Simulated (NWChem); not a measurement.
## Correlation energy of C2H3O

SMILES: C[C]=O
```xyz
6

C     -0.0762    -1.1694     0.0000
C      0.4250     0.2536     0.0000
O     -0.1959     1.2600     0.0000
H      0.3268    -1.6873     0.8843
H      0.3268    -1.6873    -0.8843
H     -1.1790    -1.2110     0.0000
```
Charge 0, spin multiplicity 2.

All runs are NWChem calculations. Structure: optimised with UB3LYP/def2-SVP, a minimum by its harmonic frequencies.

Basis set: 6-311G**. Each correlation energy counts from its own Hartree-Fock reference.

| method | correlation energy (mHa) |
|---|---|
| CCSD on UHF | -483.5 |
| SCS-UMP2 | -452.4 |
| UMP2 | -461.7 |
| CCSD(T) on UHF | -502.0 |
| CCSD(T) on ROHF | -507.1 |
| CCSD[T] on ROHF | -509.3 |
| CCSD on ROHF | -487.9 |
| CCSD[T] on UHF | -504.0 |

The values span 56.8 mHa, from CCSD[T] on ROHF (lowest) to SCS-UMP2 (highest). 

The correlated methods keep 3 core orbitals frozen. The Pople sets run with spherical d functions. The structure started from a generated list of species. The unpaired electrons of the parent sit in orbitals of symmetry a' (Cs labels of the run); other states weren't searched. The stability of the SCF solutions was not checked. Open-shell Hartree-Fock references start from PBE0 orbitals. Coupled-cluster values serve here as a point of comparison, not as the truth.
